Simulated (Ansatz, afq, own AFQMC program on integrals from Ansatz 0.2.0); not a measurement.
# Where AFQMC and coupled cluster stand for CH2Si, singlet

```xyz
4

Si    0.0000    0.0000    0.4110
C     0.0000    0.0000   -1.1580
H     0.0000    1.2713    1.1726
H     0.0000   -1.2713    1.1726
```

Connectivity, by distances: SiH2–C.

Basis cc-pVDZ. Noble-gas cores (and the filled d shells of Ga–Kr and In–Xe) are frozen. Ansatz 0.2.0 and our own AFQMC program on the same integrals; the CISD trial comes from CCSD amplitudes, and released means the phaseless constraint is let go. Uncertainties: one standard error, sampling alone.

Determinant: RHF, the one that the program's search chose, which needn't be the lowest solution. The geometry is a point of a scan.

No full CI on the walks' own integrals is used here; CCSDT(Q) serves as the reference and is uncertain by about the last step of the cluster series.

Cautions: higher spins were not checked; restricted determinant unstable towards unrestricted (UHF 637 meV lower, ⟨S²⟩ 0.80); raised T1 diagnostic (T1 0.024, weight of the determinant 0.85, largest double 0.13).

The T1 diagnostic is 0.0240 and the weight of the determinant in the CISD state is 0.850. The size of the correlated space is 10 electrons in 36 orbitals.

Reference: CCSDT(Q), correlation energy -6.617 eV. The released energy is read at 2.40 1/Eh (meV from the phaseless value at times in 1/Eh: -6 ± 21 at 0.24, -23 ± 22 at 0.51, -21 ± 26 at 0.99, -16 ± 27 at 1.62, -33 ± 24 at 2.40).

```json
{"level": "HF", "E − E(reference) (kcal/mol)": "152.60", "share of correlation (%)": "0.00"}
{"level": "MP2", "E − E(reference) (kcal/mol)": "33.57", "share of correlation (%)": "78.00"}
{"level": "CCSD", "E − E(reference) (kcal/mol)": "7.05", "share of correlation (%)": "95.38"}
{"level": "CCSD(T)", "E − E(reference) (kcal/mol)": "1.49", "share of correlation (%)": "99.02"}
{"level": "CCSDT", "E − E(reference) (kcal/mol)": "0.47", "share of correlation (%)": "99.69"}
{"level": "ph-AFQMC/HF", "E − E(reference) (kcal/mol)": "-1.00 ± 1.18", "share of correlation (%)": "100.66"}
{"level": "ph-AFQMC/CISD", "E − E(reference) (kcal/mol)": "0.21 ± 0.40", "share of correlation (%)": "99.86"}
{"level": "released AFQMC", "E − E(reference) (kcal/mol)": "-0.54 ± 0.54", "share of correlation (%)": "100.35"}
```

A walk keeps the symmetry of its determinant, which the program's search chose and which needn't be the lowest solution, so a lower state of the same spin and another symmetry isn't excluded. Released energies are given only where the last usable release times agree within the noise; a slower fall can still hide under it.
